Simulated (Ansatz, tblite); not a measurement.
Removing and adding an electron: C3 (the lowest singlet isomer of a short search). Total charge 0; singlet. Geometry: r2SCAN-D4/def2-TZVP. Ansatz, gas phase; energy differences of separate SCF runs; the oxidised species was run as a doublet alone; the reduced species was run as a doublet alone.

```csv
atom,x (Å),y (Å),z (Å)
C1,0.000,0.000,0.000
C2,-0.593,-0.984,-0.592
C3,0.593,0.984,0.592
```

The xTB rows come from tblite. Correlated methods freeze 3 core orbitals. The structure comes from a short search, and lower isomers may exist.

**Question.** Estimate orbital energies and vertical ionisation energies and electron affinities at: GFN1-xTB; GFN2-xTB; PBE-D4/def2-TZVP; PBE-D4/def2-TZVPD; r2SCAN-D4/def2-TZVP; r2SCAN-D4/def2-TZVPD; PBE0-D4/def2-TZVP; PBE0-D4/def2-TZVPD; MP2/def2-TZVPD; CCSD/def2-TZVPD; CCSD(T)/def2-TZVPD.

**Answer.** 
```csv
level,−HOMO (eV),vertical IE (eV),−LUMO (eV),vertical EA (eV),HOMO–LUMO gap (eV),IE − EA (eV),remarks
GFN1-xTB,11.54,16.12,10.07,5.95,1.47,10.17,–
GFN2-xTB,12.43,17.59,11.11,5.60,1.32,11.99,–
PBE-D4/def2-TZVP,7.92,11.73,5.54,–,2.38,–,–
PBE-D4/def2-TZVPD,7.94,–,5.55,2.10,2.39,–,HOMO above zero (-1 doublet)
r2SCAN-D4/def2-TZVP,8.31,11.90,5.41,–,2.90,–,–
r2SCAN-D4/def2-TZVPD,8.31,–,5.42,2.26,2.90,–,HOMO above zero (-1 doublet)
PBE0-D4/def2-TZVP,9.56,12.10,4.53,–,5.03,–,spin-contaminated (⟨S²⟩ 0.97) (+1 doublet)
PBE0-D4/def2-TZVPD,9.57,–,4.54,2.22,5.03,–,HOMO above zero (-1 doublet)
MP2/def2-TZVPD,–,–,–,1.64,–,–,"restricted SCF unstable (singlet), spin-contaminated (⟨S²⟩ 0.87) (-1 doublet)"
CCSD/def2-TZVPD,–,–,–,2.01,–,–,"large T1 (0.023) (singlet), restricted SCF unstable (singlet), spin-contaminated (⟨S²⟩ 0.87) (-1 doublet)"
CCSD(T)/def2-TZVPD,–,–,–,1.86,–,–,"large T1 (0.023) (singlet), restricted SCF unstable (singlet), spin-contaminated (⟨S²⟩ 0.87) (-1 doublet)"
```

Run but left out: HF/def2-TZVPP, HF/def2-TZVPD (singlet: restricted singlet, unstable towards broken spin symmetry); MP2/def2-TZVPP, CCSD/def2-TZVPP, CCSD(T)/def2-TZVPP (charge +1 doublet: ⟨S²⟩ 1.92, where a pure state has 0.75).   A HOMO above zero means that the electron is unbound at that level or that self-interaction error raises the level; the energy of removing that electron tells which. Raw xTB energy differences between charge states are shifted by several eV; the methods need an empirical correction for them.
